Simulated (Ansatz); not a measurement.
For bcc Mo, PBEsol-D3(BJ) (Ansatz, a first-principles code, PAW) gives:

| Quantity | Result |
|---|---|
| equilibrium lattice constant a | 3.102 Å |
| bulk modulus B0 | 297 GPa |

Task: What does r²SCAN0 (Ansatz, plane waves, PAW) give for the same quantities?

Result: 
- lattice constant a: 3.135 Å (rises by 1.1 %)
- bulk modulus: 300 GPa (increases by 1.0 %)

For comparison: lattice constant a 3.141 Å (measured, static lattice: zero-point anharmonic expansion removed; as tabulated in Mejia-Rodriguez and Trickey (2018), arXiv:1807.09216); bulk modulus 265 GPa (measured, zero-point energy and finite temperature contributions removed, our sources range from 265 to 278; as tabulated in doi:10.1021/acs.jctc.3c00612).

Changes are worked out from the printed values.

Unless a cell is named, each level is at its own relaxed cell (PBEsol-D3(BJ) 14.92, r²SCAN0 15.40 Å³/atom).

Ansatz's density-functional and Hartree–Fock values are scalar-relativistic unless marked +SOC, with PAW data made under PBE.
